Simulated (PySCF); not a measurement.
## AlHCl + F₂ → AlF₂ + HCl

Level: PBE0 in the def2-TZVP basis family, all electrons, no relativity, computed in PySCF with density fitting; open shells unrestricted.

```csv
species,state and structure,E (Eh),ZPE (kJ/mol),H(298 K) − H(0) (kJ/mol),S° (J/(mol K))
AlHCl,"doublet, Cs, Al–Cl 2.113 Å, Al–H 1.603 Å; Cl–Al–H 115.6°",-702.99985,17.2,11.0,258.1
F₂,"singlet, D∞h, F–F 1.376 Å",-199.40856,6.6,8.7,201.9
AlF₂,"doublet, C2v, Al–F 1.647 Å (×2); F–Al–F 119.6°",-442.01849,11.3,11.7,265.5
HCl,"singlet, C∞v, H–Cl 1.279 Å",-460.66440,17.9,8.7,186.6
```

Q: What is the electronic reaction energy?

A: At PBE0/def2-TZVP, ΔE = -720.6 kJ/mol from the differences of the total energies times 2625.5, downhill. Fluorination of this kind underlies dry etching and chamber cleaning.

Q: Add zero-point, thermal and entropy terms for 298.15 K and 1 bar.

A: ΔZPE = 5.4 and Δ[H(298) − H(0)] = 0.7 kJ/mol give ΔH° = -714.5 kJ/mol. ΔS° = -7.9 J/(mol K), so ΔG° = -714.5 − 298.15 × (-0.0079) = -712 kJ/mol.

Only the bonding shown was studied: isomers, or loss of a ligand pair, can lie lower.
